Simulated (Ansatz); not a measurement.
# SiH+ (triplet): from Hartree-Fock to the top rungs, def2-QZVPP

One table from this session's results is given with a row withheld; the runs are named, their logs left out.

Method: def2-QZVPP, core rule «outside noble gas», up to 5 orbitals frozen; program: Ansatz 0.2.0, Gaussian basis.

To be run: UHF; ROHF; CCSD(T) on UHF.

## The geometry

The geometry is a PBE0/def2-TZVP stationary point (not a proven minimum) of the parent state, kept for this charge and spin.

2 atoms, charge 1, spin multiplicity 3.

Atoms are counted from 1 here; the program's logs count them from 0.

Bond lengths: Si1–H2 1.500 Å.

Set-up of the first run:

File in.yaml:

```yaml
crystal:
  periodic: [false, false, false]
  atoms:
    - {symbol: Si, position_ang: [0.000000, 0.000000, 0.000000]}
    - {symbol: H, position_ang: [0.000000, 0.000000, 1.499536]}
basis:
  gaussian: {orbitals: "def2-QZVPP.json"}
total_charge: 1
magnetization: {spin_polarized: true, initial_magnetization: 2}
hamiltonian: {xc: hf}
output: {orbitals: {seedname: orbitals}}
```

Started as:

```bash
ansatz run in.yaml --threads 1 --pin off --events-out ev --progress --plain --max-ram 4096MiB --backend cpu
```

Among the steps run: UHF; ROHF; CCSD(T) on UHF.

One of the session's tables, all rows but one given; the rest of the session is left out.

| method | from UCCSD(T) (kJ/mol) |
| --- | --- |
| ROHF | +195.4 |
| UHF | ? |
| UMP2 | +47.3 |
| UCCSD | +5.2 |
| UCCSD(T) | 0 |

Estimate the missing values for UHF.

As computed: from UCCSD(T) (kJ/mol): +185.1. In the column «from UCCSD(T) (kJ/mol)» it lies between UMP2 (+47.3) and ROHF (+195.4).
